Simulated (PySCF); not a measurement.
Molecule: `Sc1ccno1`, C₃H₃NOS.

Molfile (atoms numbered from 1):
```
C3H3NOS
     RDKit          3D

  9  9  0  0  0  0  0  0  0  0999 V2000
    2.3130    0.3862   -0.2747 S   0  0  0  0  0  0  0  0  0  0  0  0
    0.6178    0.0600   -0.0407 C   0  0  0  0  0  0  0  0  0  0  0  0
   -0.4953    0.5413   -0.6734 C   0  0  0  0  0  0  0  0  0  0  0  0
   -1.5458   -0.1325    0.0027 C   0  0  0  0  0  0  0  0  0  0  0  0
   -1.1052   -0.9304    0.9382 N   0  0  0  0  0  0  0  0  0  0  0  0
    0.2612   -0.8077    0.9093 O   0  0  0  0  0  0  0  0  0  0  0  0
    2.7082   -0.4424    0.7160 H   0  0  0  0  0  0  0  0  0  0  0  0
   -0.5529    1.2576   -1.4874 H   0  0  0  0  0  0  0  0  0  0  0  0
   -2.6203   -0.0581   -0.1671 H   0  0  0  0  0  0  0  0  0  0  0  0
  1  2  1  0
  2  3  2  0
  3  4  1  0
  4  5  2  0
  5  6  1  0
  6  2  1  0
  1  7  1  0
  3  8  1  0
  4  9  1  0
M  END
```

Geometry PBE0-D3(BJ)/def2-SVP throughout; GIAO in PySCF 2.14, gas phase, one conformer, non-relativistic; equivalent atoms averaged; basis pcSseg-2.

**Question.** How do the absolute shieldings σ depend on the functional? (ppm; last column core-seconds on shared hosts with different chips, so compare them loosely)

**Answer.** 
```
functional                    kind     S1    C2    C4    C3      N5     O6     H9     H8     H7  core-s
        HF            Hartree–Fock  546.6   6.9  23.1  89.2  -164.7  -45.9  23.22  25.64  26.89      14
       LDA                     LDA  503.9   8.1  20.8  71.8  -165.7  -86.8  22.82  24.74  25.94      23
       PBE                     GGA  510.5  12.3  24.7  75.1  -158.1  -81.7  23.26  25.20  26.59      30
      BLYP                     GGA  483.3   5.2  19.6  71.1  -167.3  -86.7  23.51  25.45  26.89      31
      BP86                     GGA  504.2  11.9  24.7  75.0  -157.9  -80.7  23.32  25.28  26.67      30
      OPBE                     GGA  542.3  24.8  34.7  82.7  -137.7  -65.6  23.21  25.18  26.57      30
       KT2                     GGA  534.5  23.4  35.7  85.2  -141.4  -69.2  23.28  25.25  26.55      40
       KT3                     GGA  532.0  23.7  35.6  84.7  -138.9  -65.1  23.45  25.43  26.83      41
     B97-D                     GGA  504.6  14.7  27.6  77.8  -150.2  -71.2  23.50  25.47  26.86      40
     B3LYP           global hybrid  497.8   4.4  19.6  73.5  -170.6  -82.8  23.37  25.38  26.81      27
      PBE0           global hybrid  526.6  11.1  24.7  78.0  -162.1  -77.0  23.14  25.18  26.57      33
  mPW1PW91           global hybrid  520.8   9.9  23.7  77.1  -164.2  -77.9  23.20  25.24  26.65      33
      WP04           global hybrid  452.1  -5.5  10.4  64.0  -183.7  -83.5  23.68  25.71  27.26      24
     B97-2           global hybrid  524.3  13.6  26.9  79.5  -155.6  -71.2  23.30  25.34  26.74      23
 BHandHLYP           global hybrid  515.7   3.8  19.9  78.1  -172.8  -73.4  23.23  25.38  26.76      22
 CAM-B3LYP  range-separated hybrid  508.0   2.6  18.8  74.7  -169.6  -76.5  23.24  25.26  26.70      30
   wB97X-D  range-separated hybrid  520.5   7.8  22.5  76.9  -164.4  -75.3  23.23  25.27  26.73      30
   LC-wPBE  range-separated hybrid  534.3   6.6  21.4  77.2  -158.5  -62.8  23.17  25.17  26.68      46
```

**Question.** Which nucleus moves most, in ppm?

**Answer.** S1 (thiol sulfur): from 452.1 ppm with WP04 to 546.6 ppm with HF. The smallest spread is 0.85 ppm, at H9. Proton shifts span only some 12 ppm, so a few tenths of a ppm matter as much there as several ppm in carbon.
